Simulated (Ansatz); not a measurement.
`[SiH3]OP` + H₂ → PH₃ + `O[SiH3]`  (hydrogenolysis of a P–O bond)

Calculated with Ansatz (gas phase, PBE0-D4/def2-TZVP geometries, no zero-point term in ΔE). CCSD(T)/CBS is the MP2 limit (def2-TZVPP, def2-QZVPP) plus CCSD(T) − MP2 in def2-TZVPP, frozen cores. This one scheme is used for every species. Functionals use def2-TZVPP. Each species was taken in one conformer, which may not be the lowest.

| species | r2SCANh energy (Eh) |
| --- | --- |
| `[SiH3]OP` | -709.05908 |
| H₂ | -1.17097 |
| PH₃ | -343.11886 |
| `O[SiH3]` | -367.12516 |

**Question.** Work out ΔE.

**Answer.** ΔE = (-343.11886) + (-367.12516) − (-709.05908) − (-1.17097) = -0.01397 Eh = -36.7 kJ/mol. CCSD(T)/CBS gives -33.5 kJ/mol.

Largest T1 diagnostic among the species: 0.013.

At CCSD(T), def2-SVP lies −17.7 kJ/mol from the extrapolated value and def2-TZVPP −4.0 kJ/mol. The D4 term adds +9.0 kJ/mol with B3LYP and +4.9 kJ/mol with PBE0; it sums over pairs of atoms, weighted by their polarisabilities, and B3LYP, whose exchange is more repulsive, gets the larger term.

B3LYP here is the variant with VWN-RPA as its local correlation; programs differ in this.
